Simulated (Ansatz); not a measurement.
A made-up structure of CH$_{4}$N, doublet:

```tsv
atom	x (Å)	y (Å)	z (Å)
C1	-0.2842	0.4231	0.9924
N2	-0.0681	-0.2733	-0.2373
H3	-0.2526	0.3258	-1.0419
H4	-0.6707	-1.0939	-0.2993
H5	0.9019	-0.5733	-0.3345
H6	0.3756	1.2527	0.9968
```

It is relaxed with PBE-D4/def2-SVP and then PBE0-D4/def2-TZVP (Ansatz 0.2.0). Atoms count as bonded within 1.22 times the sum of their covalent radii (H–H: 0.88 Å). The end point is not checked to be a true minimum.

Question: Does its bonding change? (A judgement: the text doesn't fix the answer.)

Answer: By the calculation: No: no bond forms or breaks.

Where it ends: The first stage lowers the energy by 0.33 eV in 6 steps. It ends as CH₄N ([CH][NH3]):
```
6
angstrom
C -0.3294 0.4395 1.0972
N -0.0531 -0.2756 -0.2649
H -0.2572 0.3070 -1.0806
H -0.6591 -1.0880 -0.3141
H 0.9097 -0.6068 -0.3642
H 0.3908 1.2850 1.0028
```

Labels in which every atom is bracketed show which atoms are joined, not bond orders.

For scale, one of the runs: PBE0-D4/def2-TZVP relaxation, 86 basis functions, launched by `ansatz run in.yaml --threads 2 --pin off --events-out ev --progress --plain --max-ram 4352MiB`. The run took about 8 s on 2 CPU threads of an Arm Neoverse V1 (shared host).
